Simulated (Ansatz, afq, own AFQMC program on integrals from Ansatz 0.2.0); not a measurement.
AFQMC on a folder of integrals that Ansatz 0.2.0 wrote.

```yaml
crystal:
  periodic: [false, false, false]
  atoms:
    - {symbol: O, position_ang: [0.000000, -0.146273, 0.105616]}
    - {symbol: H, position_ang: [0.000000, 1.884393, -2.543655]}
    - {symbol: H, position_ang: [0.000000, 0.437455, 0.867166]}
basis:
  gaussian: {orbitals: 6-31G}
magnetization: {spin_polarized: true, initial_magnetization: 0}
correlation: {method: ccsd_t, electrons: outside_noble_gas, hamiltonian_folder: ham}
```

```sh
$ ansatz run in.yaml --threads 1 --pin off --events-out ev --progress --plain --max-ram 1382MiB
```

afq runs on the folder ham with

```
--method phaseless --trial hf --walkers 400 --populations 1 --least-time 40 --time-step 0.005 --steps-per-block 20 --equilibration-blocks 160 --max-blocks 600 --target-error 0.00204 --factor-cut 1e-05 --start spin_pure --seed 7434 --taylor-order 6
```

Times are imaginary, in 1/Eh. The walk had a cap of 405 s.

afq prints:

```
orbitals 12  electrons 4 4  factors 55 of 140
reference energy -75.86147196 Eh
CCSD correlation -0.09749597 Eh in 15 cycles, weight of the determinant in the CISD state 0.9675
energy of the start -75.861860 Eh
 block  time / (1/Eh)  mean weight  energy / Eh
     1     0.100  1.0010  -75.890051
     2     0.200  1.0004  -75.914949
     3     0.300  1.0009  -75.927868
     4     0.400  1.0013  -75.934207
     5     0.500  1.0008  -75.942574
     9     0.900  1.0003  -75.962469
    43     4.300  1.0008  -75.957104
    99     9.900  1.0002  -75.955278
   155    15.500  0.9994  -75.948248
   211    21.100  1.0000  -75.945208
   267    26.700  1.0008  -75.949712
   309    30.900  0.9998  -75.941949
   323    32.300  0.9988  -75.970701
   365    36.500  0.9974  -75.984827
   379    37.900  1.0006  -75.952797
   435    43.500  0.9962  -75.958014
   491    49.100  1.0007  -75.944956
   547    54.700  0.9997  -75.959759
blocks merged  error / Eh  count
     1  0.000453  400
     2  0.000591  200
     4  0.000759  100
     8  0.000864  50
    16  0.000946  25
    32  0.001196  12
energy -75.958466 +/- 0.000946 Eh
(rows thinned)
```

The run passed its tests (sampling time, drift between the halves within three errors, error under three times the target), which doesn't prove that it has relaxed.

Against this walk (error 25.7 meV) on the same determinant: CCSD(T) 28.4 meV lower (within the noise), CCSDT(Q) 40.3 meV lower (within the noise), CCSDTQ 41.0 meV lower (within the noise), full CI 42.4 meV lower (within the noise), a separate phaseless walk with a CISD trial and standard settings 43.4 ± 25.9 meV lower (within the noise). The error is statistical and leaves out the bias of the constraint. The determinant has ⟨S²⟩ = 1.00, so the low cluster orders mix in higher spin, while the walk starts as a pure singlet. The determinant is a poor start (see the cautions), so the low cluster orders aren't to be relied on, and full CI is the sure value.

Cautions: constraint bias not in the error; unrestricted determinant spin contaminated (⟨S²⟩ 1.00 against 0.00); the CCSDTQ amplitudes may be one of several solutions (largest double 0.67); the next higher spin lies close (full CI puts it 8 meV above).

The walk took 4.7 min on 1 thread of Intel(R) Xeon(R) Processor @ 2.50GHz (Skylake/Cascade Lake), on a shared host. The log's last line is the phaseless energy.

CCSDT and higher add their correlation energy to the determinant of the CCSD(T) run, since their own runs factorise the integrals more tightly (a shift of under 2 meV). A walk keeps the symmetry of its determinant, which the program's search chose and which needn't be the lowest solution, so a lower state of the same spin and another symmetry isn't excluded.
